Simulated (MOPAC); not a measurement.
MOPAC input (MNDO):

```
MNDO PRECISE GNORM=0.05 LET XYZ GEO-OK AUX(PRECISION=9) THREADS=1
C2H4S

C     0.00598162 1   -0.74638564 1   -0.79142779 1
S    -0.00405660 1    0.00755066 1    0.86715118 1
C     0.00148343 1    0.73249072 1   -0.80432606 1
H    -0.90354333 1   -1.26373096 1   -1.06830194 1
H     0.92121449 1   -1.25810671 1   -1.05981456 1
H     0.91360094 1    1.24501043 1   -1.08164591 1
H    -0.91115687 1    1.23938617 1   -1.09013329 1
```

From the last part of the output:

```
                                                       MOPAC v23.2.5 Linux

          FINAL HEAT OF FORMATION =         18.81714 KCAL/MOL =      78.73092 KJ/MOL

          COSMO AREA              =         92.70 SQUARE ANGSTROMS
          COSMO VOLUME            =         76.92 CUBIC ANGSTROMS

          GRADIENT NORM           =          0.03937          =       0.01488 PER ATOM
          IONIZATION POTENTIAL    =          9.657832 EV
          HOMO LUMO ENERGIES (EV) =         -9.658  1.052
          NO. OF FILLED LEVELS    =          9
          MOLECULAR WEIGHT        =         60.1136         POINT GROUP:  C2v

          MOLECULAR DIMENSIONS (Angstroms)

            Atom       Atom       Distance
            H     6    H     4     3.15301
            H     5    H     7     2.95843
            S     2    H     6     1.88601

          SCF CALCULATIONS        =         18

   ATOM   CHEMICAL          X               Y               Z
  NUMBER   SYMBOL      (ANGSTROMS)     (ANGSTROMS)     (ANGSTROMS)

     1       C          0.00582806  *  -0.76267353  *  -0.74816486  *
     2       S         -0.00380299  *   0.00707309  *   0.81295477  *
     3       C          0.00122973  *   0.74953727  *  -0.76137424  *
     4       H         -0.89263721  *  -1.30530314  *  -1.06588055  *
     5       H          0.91054808  *  -1.29974692  *  -1.05748881  *
     6       H          0.90268524  *   1.28662495  *  -1.08005237  *
     7       H         -0.90050532  *   1.28105856  *  -1.08843069  *

                             CARTESIAN COORDINATES

   1    C        0.005828056    -0.762673534    -0.748164857
   2    S       -0.003802986     0.007073088     0.812954766
   3    C        0.001229726     0.749537270    -0.761374240
   4    H       -0.892637206    -1.305303137    -1.065880554
   5    H        0.910548076    -1.299746923    -1.057488812
   6    H        0.902685239     1.286624955    -1.080052373
   7    H       -0.900505321     1.281058560    -1.088430691

           Empirical Formula: C2 H4 S  =     7 atoms

      MOLECULAR POINT GROUP   :   C2v

                  EIGENVALUES
 -37.38901 -24.53886 -20.07834 -16.43604 -15.03660 -13.65906 -12.23142 -11.77175
  -9.65783   1.05222   1.92316   3.25723   3.34449   4.13708   4.57871   4.83739

              NET ATOMIC CHARGES AND DIPOLE CONTRIBUTIONS

  ATOM NO.   TYPE          CHARGE      No. of ELECS.   s-Pop       p-Pop
    1          C          -0.121266        4.1213     1.24098     2.88029
    2          S           0.032146        5.9679     1.88268     4.08517
    3          C          -0.121260        4.1213     1.24098     2.88028
    4          H           0.052595        0.9474     0.94741
    5          H           0.052594        0.9474     0.94741
    6          H           0.052596        0.9474     0.94740
    7          H           0.052596        0.9474     0.94740
 DIPOLE           X         Y         Z       TOTAL
 POINT-CHG.     0.000    -0.001    -0.079     0.079
 HYBRID         0.007    -0.013    -1.521     1.521
 SUM            0.007    -0.014    -1.600     1.601

          ATOMIC ORBITAL ELECTRON POPULATIONS

     Atom    s        px        py        pz
    1  C   1.24098   0.97450   0.92965   0.97614
    2  S   1.88268   1.97475   1.13272   0.97770
    3  C   1.24098   0.97450   0.93166   0.97412
    4  H   0.94741
    5  H   0.94741
    6  H   0.94740
    7  H   0.94740

 **********************
 *                    *
 * JOB ENDED NORMALLY *
 *                    *
 **********************

 == MOPAC DONE ==
```

The geometry given is a B3LYP-D3(BJ)/def2-TZVP minimum.
